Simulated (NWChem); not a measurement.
**Total energies of Na$_{2}$**

SMILES: [Na][Na]
```xyz
2

Na     0.0000     0.0000     1.5547
Na     0.0000     0.0000    -1.5547
```
Charge 0, spin multiplicity 1.

Everything below was run with NWChem. The geometry was optimised at PBE/def2-SVP, a minimum by its harmonic frequencies.

Basis set: 3-21G (26 functions).

| method | total energy (Ha) |
|---|---|
| RHF | -321.70850 |
| MP2 | -321.72487 |
| B2PLYP | -322.31717 |
| PBE | -322.30262 |
| B3LYP | -322.56996 |
| PBE0 | -322.34469 |
| CCSD(T) | -321.73399 |

Total energies of different functionals aren't comparable as a measure of quality: only differences taken within one method are. 

The correlated methods keep 2 core orbitals frozen. B3LYP has NWChem's definition, with VWN1-RPA local correlation. The structure started from a generated list of species. Coupled-cluster values serve here as a point of comparison, not as the truth.
